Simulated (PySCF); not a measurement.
Job file and geometry (Å, from PBE0-D3(BJ)/def2-SVP) of an NMR shielding run on `N`, H3N, GIAO PBE0/def2-SVP NMR shielding, non-relativistic, gas phase (PySCF); density fitting, a coarse starting grid and PySCF grid level 2 are the driver's defaults:

```
{"job": {"kind": "nmr", "xc": "PBE0", "basis": "def2-SVP", "pop": false}, "charge": 0, "multiplicity": 1}
N      0.004882    -0.004355     0.303073
H      0.078569    -0.931059    -0.115780
H     -0.849338     0.398106    -0.081591
H      0.765859     0.537376    -0.105697
```

**Question.** Write the output of this run.

**Answer.** 
```
coarse grid: 2928 points
cycle   1  E = -56.4097161153  dE = -9.444e-02  |g| = 3.626e-01  |ddm| = 1.600e+00
cycle   2  E = -56.3971420049  dE =  1.257e-02  |g| = 4.376e-01  |ddm| = 5.923e-01
cycle   3  E = -56.4388234701  dE = -4.168e-02  |g| = 1.811e-02  |ddm| = 3.363e-01
cycle   4  E = -56.4388912436  dE = -6.777e-05  |g| = 1.782e-03  |ddm| = 1.470e-02
cycle   5  E = -56.4388918720  dE = -6.284e-07  |g| = 2.198e-04  |ddm| = 1.522e-03
final grid: 27112 points
cycle   6  E = -56.4407570632  dE = -3.868e-06  |g| = 5.343e-03  |ddm| = 8.052e-03
cycle   7  E = -56.4407535552  dE =  3.508e-06  |g| = 6.752e-03  |ddm| = 8.848e-03
cycle   8  E = -56.4407632385  dE = -9.683e-06  |g| = 5.079e-05  |ddm| = 4.858e-03
cycle   9  E = -56.4407632391  dE = -6.284e-10  |g| = 1.234e-05  |ddm| = 4.388e-05
converged SCF energy = -56.4407632391

GIAO shielding tensors (ppm)
atom      isotropic    diamagn.    paramagn.     s11        s22        s33       span
  0 N      269.842     306.507     -36.664    239.392    285.066    285.068     45.676
  1 H       31.912      30.504       1.408     26.289     27.324     42.124     15.835
  2 H       31.912      30.504       1.408     26.289     27.324     42.124     15.835
  3 H       31.912      30.504       1.408     26.289     27.324     42.124     15.835
```

Size and cost of the density-fitted run: 29 basis functions, roughly 0.3 core-seconds.
